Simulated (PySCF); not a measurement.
**Working out the electron affinity of O**

O⁻ [He] 2s2 2p5 (2P) → O [He] 2s2 2p4 (3P). Calculation: PySCF 2.14, in dyall-av2z (11s7p2d, 42 functions); no relativity, point nucleus. Frozen: 1s2; the 8 highest virtual orbitals dropped. Energies in hartree (1 hartree = 27.21139 eV):

```json
{"part": "UHF", "O⁻ (lower)": "-74.793866", "O (upper)": "-74.814601"}
{"part": "CCSD correlation", "O⁻ (lower)": "-0.201874", "O (upper)": "-0.142029"}
{"part": "(T)", "O⁻ (lower)": "-0.007344", "O (upper)": "-0.002458"}
```

Question: What does Hartree-Fock give?

Answer: (-74.814601) − (-74.793866) = -0.020735 hartree = -0.564 eV.

Question: What do CCSD and CCSD(T) give?

Answer: The CCSD correlation energies differ by 0.059845 hartree = 1.628 eV and the triples by 0.004886 hartree = 0.133 eV, so CCSD gives 1.064 eV and CCSD(T) 1.197 eV.

A first-order spin-orbit estimate adds -0.001 eV to CCSD(T) (valence), giving 1.196 eV against 1.461 eV (measured; photodetachment measurements, as compiled on the Wikipedia data page of electron affinities).

A double-zeta basis recovers only part of the correlation energy.

What remains against the reference includes basis incompleteness, the frozen core and higher excitations.
